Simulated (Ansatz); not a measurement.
# hcp Zr

Level of theory: r²SCAN (PAW; Ansatz, a program for electronic structure).

Numerical settings: plane-wave cutoff 500 eV, 30×30×14 k mesh (along the axes of the cell as run), Fermi–Dirac smearing 0.1 eV, scalar-relativistic PAW data made under PBE.

Cell (relaxed at this level):

Zr has the hexagonal space group P6₃/mmc (No. 194), the hcp (Mg type) structure, Pearson symbol hP2. Cell: a = b = 3.244 Å, c = 5.158 Å, α = β = 90.00°, γ = 120.00°. Zr on 2c is coordinated by 12 Zr at 3.187–3.244 Å (anticuboctahedral). (Neighbours: up to the widest gap in distance over summed covalent radii, below 1.35, at either atom.)

| Quantity | Value |
|---|---|
| volume per atom | 23.51 Å³/atom |
| equilibrium lattice constant a | 3.244 Å |
| c axis length | 5.158 Å |

Measured, for comparison: lattice constant a 3.232 Å, lattice parameter c 5.148 Å (293 K, not corrected to a static lattice; as tabulated in Wikipedia's data pages). Computed (rounded) less measured: lattice constant a +0.4 %, lattice parameter c +0.2 %.

Static lattice: no zero-point or thermal effects.
